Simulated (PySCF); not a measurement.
# C3H9P2+: magnetic properties

What do calculations give for the magnetic properties of C3H9P2+ (`C[P+]1(P)CC1`)?

Programs: PySCF 2.14.0, with routines of our own; each step states its level. All values are computed. Atoms count from 0.

## (1) The starting structure

14 atoms, charge 1, multiplicity 1; geometry from: GFN2-xTB.

## (2) Magnetic properties: GIAO B3LYP/pcSseg-1

The job: settings as JSON, then the geometry in Å.

```
{"job": {"kind": "mag", "xc": "B3LYP", "basis": "pcSseg-1", "isotopologues": 2}, "charge": 1, "multiplicity": 1}
C      1.006066    -1.363392    -0.536550
P      0.198634     0.185277     0.021378
P      1.123999     2.095145     0.472545
C     -1.333921    -0.117369     0.934976
C     -1.524770     0.310494    -0.516608
H      1.735516    -1.685506     0.206559
H      0.245124    -2.132514    -0.661337
H      1.514268    -1.192116    -1.485350
H      2.128284     1.500912     1.250595
H      1.900596     2.074064    -0.694922
H     -1.608220     0.595658     1.701757
H     -1.573582    -1.141219     1.192709
H     -1.890073    -0.431514    -1.215195
H     -1.922600     1.301607    -0.692723
```

Method: GIAO B3LYP/pcSseg-1 magnetisability, rotational g tensor and spin-rotation constants, non-relativistic, gas phase.

The run is started by

```sh
$ OMP_NUM_THREADS=1 python excited_run.py task.json out
```

This one command runs all jobs of the session in turn.

Log:

```text
coarse grid: 12088 points
cycle   1  E = -802.0829505926  dE =  7.281e-01  |g| = 4.168e-01  |ddm| = 3.298e+00
cycle   2  E = -802.0356393471  dE =  4.731e-02  |g| = 5.876e-01  |ddm| = 1.129e+00
cycle   3  E = -802.1275569380  dE = -9.192e-02  |g| = 5.410e-02  |ddm| = 7.217e-01
cycle   4  E = -802.1281225682  dE = -5.656e-04  |g| = 2.963e-02  |ddm| = 8.433e-02
cycle   5  E = -802.1283508527  dE = -2.283e-04  |g| = 4.913e-03  |ddm| = 3.057e-02
cycle   6  E = -802.1283573882  dE = -6.536e-06  |g| = 1.008e-03  |ddm| = 7.293e-03
final grid: 105824 points
cycle   7  E = -802.1619701061  dE = -2.375e-05  |g| = 5.419e-03  |ddm| = 1.712e-02
cycle   8  E = -802.1619649831  dE =  5.123e-06  |g| = 6.886e-03  |ddm| = 9.962e-03
cycle   9  E = -802.1619774587  dE = -1.248e-05  |g| = 6.210e-04  |ddm| = 6.540e-03
cycle  10  E = -802.1619775635  dE = -1.048e-07  |g| = 1.828e-04  |ddm| = 1.179e-03
cycle  11  E = -802.1619775715  dE = -7.947e-09  |g| = 6.862e-05  |ddm| = 2.600e-04
cycle  12  E = -802.1619775728  dE = -1.326e-09  |g| = 1.312e-05  |ddm| = 1.029e-04
cycle  13  E = -802.1619775729  dE = -3.683e-11  |g| = 2.235e-06  |ddm| = 1.842e-05
converged SCF energy = -802.1619775729

Magnetisability tensor (1e-30 J/T^2)
    -1263.89       -1.68        7.16
       -1.68    -1450.64      -73.82
        7.16      -73.82    -1223.25
isotropic -1312.59   principal values   -1472.51  -1264.74  -1200.53
isotropic susceptibility -79.046 1e-6 cm^3/mol

Inertial axes            a          b          c
rot. const./GHz      4.2148     2.3737     1.7752
chi total           -84.618    -80.222    -72.298
chi diamagnetic    -394.586   -583.154   -760.803
chi paramagnetic    309.967    502.932    688.504
quadrupole/D A        7.521     -0.325     -7.196
g nuclear            0.6455     0.5790     0.5845
g electronic        -0.6138    -0.5608    -0.5742
g total              0.0317     0.0181     0.0103

Spin-rotation constants (kHz, H = +C I.J)
atom  isotope        aa         bb         cc
  1    31P        3.538      2.716      3.014
  2    31P        3.962      2.666      2.335
  5     1H       -0.491     -0.198     -0.071
  6     1H       -0.029     -0.289     -0.244
  7     1H       -0.493     -0.198     -0.071
  8     1H       -0.473     -0.153     -0.088
  9     1H       -0.471     -0.146     -0.094
 10     1H       -0.403     -0.138     -0.168
 11     1H       -0.153     -0.277     -0.166
 12     1H       -0.149     -0.277     -0.168
 13     1H       -0.404     -0.137     -0.168
  0    13C*       0.466      0.335      0.313
  3    13C*       0.447      0.259      0.363
* in the singly substituted isotopologue

Isotopologues: g along a, b, c
2H    at 5,6,7,8,9,10,1     0.0242     0.0157     0.0087
13C   at 0                  0.0315     0.0176     0.0101
```

Run time: 22 s. Hardware: 1 thread of Arm Neoverse V1, shared host; peak memory 0.69 GiB.

In short:

| quantity | value |
| --- | --- |
| magnetisability | -1313·10⁻³⁰ J/T² |
| molar susceptibility | -79.0·10⁻⁶ cm³/mol |
| rotational g (a, b, c) | 0.0317, 0.0181, 0.0103 |

## (3) Magnetic properties: GIAO wB97X/6-31G*

Settings changed since step 2:

```diff
@@ -1,2 +1,2 @@
-{"job": {"kind": "mag", "xc": "B3LYP", "basis": "pcSseg-1", "isotopologues": 2}, "charge": 1, "multiplicity": 1}
+{"job": {"kind": "mag", "xc": "wB97X", "basis": "6-31G*"}, "charge": 1, "multiplicity": 1}
 C      1.006066    -1.363392    -0.536550
```

Level: GIAO wB97X/6-31G* magnetisability, rotational g tensor and spin-rotation constants, non-relativistic, gas phase.

Log:

```text
coarse grid: 12088 points
cycle   1  E = -802.1024861450  dE =  9.909e-01  |g| = 3.319e-01  |ddm| = 3.259e+00
cycle   2  E = -802.1343146890  dE = -3.183e-02  |g| = 1.898e-01  |ddm| = 7.941e-01
cycle   3  E = -802.1450761219  dE = -1.076e-02  |g| = 3.766e-02  |ddm| = 3.036e-01
cycle   4  E = -802.1455647981  dE = -4.887e-04  |g| = 1.175e-02  |ddm| = 7.321e-02
cycle   5  E = -802.1456080844  dE = -4.329e-05  |g| = 3.371e-03  |ddm| = 1.731e-02
cycle   6  E = -802.1456127423  dE = -4.658e-06  |g| = 8.716e-04  |ddm| = 6.493e-03
final grid: 105824 points
cycle   7  E = -802.0836628917  dE = -6.326e-05  |g| = 3.395e-03  |ddm| = 2.491e-02
cycle   8  E = -802.0836661313  dE = -3.240e-06  |g| = 1.892e-03  |ddm| = 5.894e-03
cycle   9  E = -802.0836671040  dE = -9.727e-07  |g| = 3.141e-04  |ddm| = 2.106e-03
cycle  10  E = -802.0836671547  dE = -5.073e-08  |g| = 1.018e-04  |ddm| = 6.732e-04
cycle  11  E = -802.0836671589  dE = -4.218e-09  |g| = 1.983e-05  |ddm| = 1.935e-04
cycle  12  E = -802.0836671593  dE = -3.490e-10  |g| = 8.525e-06  |ddm| = 7.182e-05
converged SCF energy = -802.0836671593

Magnetisability tensor (1e-30 J/T^2)
    -1283.35       -0.93        6.89
       -0.93    -1464.97      -71.05
        6.89      -71.05    -1246.56
isotropic -1331.63   principal values   -1486.06  -1284.15  -1224.68
isotropic susceptibility -80.193 1e-6 cm^3/mol

Inertial axes            a          b          c
rot. const./GHz      4.2148     2.3737     1.7752
chi total           -85.511    -81.315    -73.752
chi diamagnetic    -393.123   -581.794   -759.612
chi paramagnetic    307.612    500.479    685.859
quadrupole/D A        7.310     -0.363     -6.946
g nuclear            0.6455     0.5790     0.5845
g electronic        -0.6091    -0.5581    -0.5720
g total              0.0364     0.0209     0.0125

Spin-rotation constants (kHz, H = +C I.J)
atom  isotope        aa         bb         cc
  1    31P        2.929      2.252      2.628
  2    31P        3.556      2.298      1.995
  5     1H       -0.509     -0.210     -0.083
  6     1H       -0.052     -0.303     -0.248
  7     1H       -0.511     -0.209     -0.082
  8     1H       -0.493     -0.161     -0.098
  9     1H       -0.492     -0.154     -0.104
 10     1H       -0.408     -0.147     -0.174
 11     1H       -0.168     -0.282     -0.173
 12     1H       -0.164     -0.282     -0.174
 13     1H       -0.409     -0.146     -0.174
  0    13C*       0.347      0.253      0.241
  3    13C*       0.327      0.191      0.291
* in the singly substituted isotopologue
```

It took 16 s on 1 thread of Arm Neoverse V1, shared host; peak memory 0.54 GiB.

Key values:

| quantity | value |
| --- | --- |
| magnetisability | -1332·10⁻³⁰ J/T² |
| molar susceptibility | -80.2·10⁻⁶ cm³/mol |
| rotational g (a, b, c) | 0.0364, 0.0209, 0.0125 |

## (4) Magnetic properties: GIAO wB97X-D/pcSseg-1

Settings changed since step 3:

```diff
@@ -1,2 +1,2 @@
-{"job": {"kind": "mag", "xc": "wB97X", "basis": "6-31G*"}, "charge": 1, "multiplicity": 1}
+{"job": {"kind": "mag", "xc": "wB97X-D", "basis": "pcSseg-1"}, "charge": 1, "multiplicity": 1}
 C      1.006066    -1.363392    -0.536550
```

With the program's defaults for keys left out, this is: GIAO wB97X-D/pcSseg-1 magnetisability, rotational g tensor and spin-rotation constants, non-relativistic, gas phase.

Log:

```text
coarse grid: 12088 points
cycle   1  E = -801.9953560677  dE =  9.256e-01  |g| = 3.423e-01  |ddm| = 3.238e+00
cycle   2  E = -802.0173908120  dE = -2.203e-02  |g| = 2.599e-01  |ddm| = 8.298e-01
cycle   3  E = -802.0341764448  dE = -1.679e-02  |g| = 3.643e-02  |ddm| = 3.393e-01
cycle   4  E = -802.0345211479  dE = -3.447e-04  |g| = 1.483e-02  |ddm| = 6.841e-02
cycle   5  E = -802.0345758940  dE = -5.475e-05  |g| = 3.726e-03  |ddm| = 1.826e-02
cycle   6  E = -802.0345804292  dE = -4.535e-06  |g| = 9.803e-04  |ddm| = 6.063e-03
final grid: 105824 points
cycle   7  E = -802.0731866046  dE = -1.457e-04  |g| = 4.084e-03  |ddm| = 3.323e-02
cycle   8  E = -802.0731901849  dE = -3.580e-06  |g| = 2.797e-03  |ddm| = 8.291e-03
cycle   9  E = -802.0731921892  dE = -2.004e-06  |g| = 3.828e-04  |ddm| = 2.913e-03
cycle  10  E = -802.0731922469  dE = -5.769e-08  |g| = 1.359e-04  |ddm| = 8.293e-04
cycle  11  E = -802.0731922518  dE = -4.894e-09  |g| = 3.015e-05  |ddm| = 2.315e-04
cycle  12  E = -802.0731922522  dE = -3.711e-10  |g| = 1.316e-05  |ddm| = 6.961e-05
converged SCF energy = -802.0731922522

Magnetisability tensor (1e-30 J/T^2)
    -1280.23       -2.82        6.78
       -2.82    -1466.07      -73.21
        6.78      -73.21    -1240.11
isotropic -1328.81   principal values   -1487.72  -1281.08  -1217.62
isotropic susceptibility -80.023 1e-6 cm^3/mol

Inertial axes            a          b          c
rot. const./GHz      4.2148     2.3737     1.7752
chi total           -85.624    -81.117    -73.327
chi diamagnetic    -393.995   -582.615   -760.208
chi paramagnetic    308.370    501.498    686.881
quadrupole/D A        7.494     -0.265     -7.229
g nuclear            0.6455     0.5790     0.5845
g electronic        -0.6106    -0.5593    -0.5728
g total              0.0349     0.0197     0.0117

Spin-rotation constants (kHz, H = +C I.J)
atom  isotope        aa         bb         cc
  1    31P        3.349      2.550      2.896
  2    31P        3.788      2.539      2.235
  5     1H       -0.487     -0.200     -0.073
  6     1H       -0.037     -0.288     -0.242
  7     1H       -0.490     -0.199     -0.072
  8     1H       -0.471     -0.153     -0.089
  9     1H       -0.470     -0.146     -0.095
 10     1H       -0.401     -0.139     -0.167
 11     1H       -0.157     -0.275     -0.166
 12     1H       -0.153     -0.275     -0.167
 13     1H       -0.402     -0.138     -0.167
  0    13C*       0.426      0.312      0.290
  3    13C*       0.416      0.242      0.345
* in the singly substituted isotopologue
```

Run time: 25 s. Hardware: 1 thread of Arm Neoverse V1, shared host; peak memory 0.76 GiB.

Key values:

| quantity | value |
| --- | --- |
| magnetisability | -1329·10⁻³⁰ J/T² |
| molar susceptibility | -80.0·10⁻⁶ cm³/mol |
| rotational g (a, b, c) | 0.0349, 0.0197, 0.0117 |

## (5) Magnetic properties side by side

| level | ξ (10⁻³⁰ J/T²) | g(a) | g(b) | gap (eV) | functions | time |
| --- | --- | --- | --- | --- | --- | --- |
| GIAO B3LYP/pcSseg-1 | -1313 | 0.0317 | 0.0181 | 7.17 | 144 | 22 s |
| GIAO wB97X/6-31G* | -1332 | 0.0364 | 0.0209 | 12.09 | 96 | 16 s |
| GIAO wB97X-D/pcSseg-1 | -1329 | 0.0349 | 0.0197 | 11.20 | 144 | 25 s |

## (6) Results

```
                                            quantity                      value
       magnetisability (step 2, GIAO B3LYP/pcSseg-1)           -1313·10⁻³⁰ J/T²
  molar susceptibility (step 2, GIAO B3LYP/pcSseg-1)         -79.0·10⁻⁶ cm³/mol
rotational g (a, b, c) (step 2, GIAO B3LYP/pcSseg-1)     0.0317, 0.0181, 0.0103
                     magnetisability over the levels  -1332 to -1313·10⁻³⁰ J/T²
```

**Reading.** For an ion, the motion of the centre of mass in the field is left out. The magnetisability spreads by 1.4 % over 3 levels, from GIAO wB97X/6-31G* (16 s) to GIAO B3LYP/pcSseg-1 (22 s); the runs took 16 s to 25 s. Vibrational averaging and real surroundings are missing from these values.
